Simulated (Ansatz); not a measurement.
**C2H4N− (SMILES [CH-]=CN): functionals against CCSD(T) at one geometry**

One table from this session's results is given with a row withheld; the runs are named, their logs left out.

Program: Ansatz 0.2.0, Gaussian basis. Level of theory: single points in def2-TZVPPD. These are calculated values, not measurements.

Cores are frozen in the correlated methods.

## The starting structure

SMILES `[CH-]=CN`, 7 atoms, charge -1, spin multiplicity 1.

Atoms are counted from 1 here; the program's logs count them from 0.

Bond lengths: C1–C2 1.383 Å, C1–H4 1.166 Å, C2–N3 1.414 Å, C2–H5 1.068 Å, N3–H6 1.085 Å, N3–H7 0.984 Å. Angles: C2–C1–H4 100.4°, C1–C2–N3 121.6°, C1–C2–H5 143.6°, N3–C2–H5 94.5°, C2–N3–H6 114.8°, C2–N3–H7 106.3°, H6–N3–H7 95.8°.

As a file:

```
C    -0.9635   -0.8686   -0.6768
C    -0.2276    0.2229   -0.2512
N     1.0020    0.0667    0.4288
H    -1.8204   -0.3324   -1.2572
H    -0.1607    1.2879   -0.3020
H     0.9997    0.4106    1.4576
H     1.0792   -0.8908    0.6437
```

The first run:

Input file run/in.yaml:

```yaml
crystal:
  periodic: [false, false, false]
  atoms:
    - {symbol: C, position_ang: [-0.963500, -0.868600, -0.676800]}
    - {symbol: C, position_ang: [-0.227600, 0.222900, -0.251200]}
    - {symbol: N, position_ang: [1.002000, 0.066700, 0.428800]}
    - {symbol: H, position_ang: [-1.820400, -0.332400, -1.257200]}
    - {symbol: H, position_ang: [-0.160700, 1.287900, -0.302000]}
    - {symbol: H, position_ang: [0.999700, 0.410600, 1.457600]}
    - {symbol: H, position_ang: [1.079200, -0.890800, 0.643700]}
basis:
  gaussian: {orbitals: "def2-TZVPPD.json"}
total_charge: -1
correlation: {method: ccsd_t}
output: {forces: true}
```

The basis file named in the input lies beside it (Basis Set Exchange, JSON).

No record of the launch command was kept for these runs.

Steps of the session up to this table: CCSD(T)/def2-TZVPPD; PBE0-D4/def2-TZVPPD; wB97M-V/def2-TZVPPD; r2SCAN-D4/def2-TZVPPD; PBE-D4/def2-TZVPPD; wB97X-V/def2-TZVPPD; SPW92/def2-TZVPPD.

One table of the session follows, with a row left open; its other results are not shown here.

```
   method  RMS force component (eV/Å)  angle to CCSD(T) forces (°)
  CCSD(T)                       1.431                    reference
  PBE0-D4                       1.475                          9.6
  wB97M-V                       1.524                          8.5
r2SCAN-D4                       1.437                          7.6
   PBE-D4                       1.394                         10.4
  wB97X-V                       1.534                          7.2
    SPW92                           ?                            ?
```

Estimate the missing values for SPW92.

**Answer.** RMS force component (eV/Å): 1.440; angle to CCSD(T) forces (°): 19.0. In the column «RMS force component (eV/Å)» it lies between r2SCAN-D4 (1.437) and PBE0-D4 (1.475).

To keep in mind: The anion's highest level is positive in at least one run, so there the basis alone may hold the extra electron.
